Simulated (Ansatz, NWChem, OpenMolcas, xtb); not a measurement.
# How methods differ on C2H2F2 (vinylidene fluoride)

C2H2F2 has 6 atoms, charge 0, and is taken as a singlet. As SMILES, `C=C(F)F`. Geometry: relaxed at PBE0-D4/def2-TZVP.

```xyz
6

C    -0.1159    0.4710   -0.5444
C     0.1050   -0.3946    0.4201
F    -0.4549   -0.3636    1.6076
F     0.9192   -1.4221    0.3430
H     0.3942    0.3606   -1.4884
H    -0.8056    1.2848   -0.3842
```

Each level gives the energy change with the C2–F3 bond stretched from 1.313 to 1.707 Å (eV). The values are calculated.

```json
{"level": "GFN-FF", "kind": "force field", "program": "xtb", "value (eV)": "1.20", "less CCSD(T)/aug-cc-pVDZ": "-0.14"}
{"level": "HF/aug-cc-pVDZ (restricted)", "kind": "Hartree–Fock", "program": "Ansatz", "value (eV)": "2.01", "less CCSD(T)/aug-cc-pVDZ": "+0.67"}
{"level": "revPBE/aug-cc-pVDZ (restricted)", "kind": "GGA", "program": "Ansatz", "value (eV)": "1.14", "less CCSD(T)/aug-cc-pVDZ": "-0.20"}
{"level": "TPSS/aug-cc-pVDZ (restricted)", "kind": "meta-GGA", "program": "OpenMolcas", "value (eV)": "1.24", "less CCSD(T)/aug-cc-pVDZ": "-0.10"}
{"level": "BHLYP/aug-cc-pVDZ (restricted)", "kind": "global hybrid", "program": "Ansatz", "value (eV)": "1.74", "less CCSD(T)/aug-cc-pVDZ": "+0.40"}
{"level": "HSE06/aug-cc-pVDZ (restricted)", "kind": "range-separated hybrid", "program": "Ansatz", "value (eV)": "1.56", "less CCSD(T)/aug-cc-pVDZ": "+0.22"}
{"level": "PBE-QIDH/aug-cc-pVDZ (restricted)", "kind": "double hybrid", "program": "Ansatz", "value (eV)": "1.66", "less CCSD(T)/aug-cc-pVDZ": "+0.32"}
{"level": "RPA@PBE0/aug-cc-pVDZ (restricted)", "kind": "RPA", "program": "Ansatz", "value (eV)": "1.31", "less CCSD(T)/aug-cc-pVDZ": "-0.03"}
{"level": "MP2/aug-cc-pVDZ (restricted)", "kind": "perturbation theory", "program": "Ansatz", "value (eV)": "1.39", "less CCSD(T)/aug-cc-pVDZ": "+0.05"}
{"level": "CCSD(T)/aug-cc-pVDZ (restricted)", "kind": "coupled cluster or CI", "program": "NWChem", "value (eV)": "1.34", "less CCSD(T)/aug-cc-pVDZ": "0.00"}
```

Differences are taken from CCSD(T)/aug-cc-pVDZ (restricted) for orientation; it has basis-set and higher-order errors of its own. The first shape isn't each level's own minimum. The values span 1.14 to 2.01 eV.
